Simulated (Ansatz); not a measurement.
Reaction (formal exchange of groups at a C–C bond): `CCCC(C)(C)CC` + CH₄ → `CCCC(C)(C)C` + `CC`

Calculated with Ansatz (gas phase, PBE0-D4/def2-TZVP geometries, no zero-point term in ΔE). CCSD(T)/CBS is the MP2 limit (def2-TZVPP, def2-QZVPP) plus CCSD(T) − MP2 in def2-TZVPP, frozen cores. This one scheme is used for every species. Each species was taken in one conformer, which may not be the lowest.

```json
{"species": "`CCCC(C)(C)CC`", "CCSD(T)/CBS(def2) energy (Eh)": "-315.28903"}
{"species": "CH₄", "CCSD(T)/CBS(def2) energy (Eh)": "-40.46206"}
{"species": "`CCCC(C)(C)C`", "CCSD(T)/CBS(def2) energy (Eh)": "-276.02909"}
{"species": "`CC`", "CCSD(T)/CBS(def2) energy (Eh)": "-79.71954"}
```

Work out ΔE.

ΔE = (-276.02909) + (-79.71954) − (-315.28903) − (-40.46206) = 0.00246 Eh = +0.07 eV.

Largest T1 diagnostic among the species: 0.009.

The D4 term adds +0.09 eV with B3LYP and +0.06 eV with PBE0; it sums over pairs of atoms, weighted by their polarisabilities, and B3LYP, whose exchange is more repulsive, gets the larger term. Leaving LDA and LC-ωPBE aside and taking each functional with its dispersion term where it has one, the values, not all of them listed here, spread over 0.06 eV, from B2PLYP to revPBE-D4. LDA lies +0.10 eV from PBE without D4.

B3LYP here is the variant with VWN-RPA as its local correlation; programs differ in this.
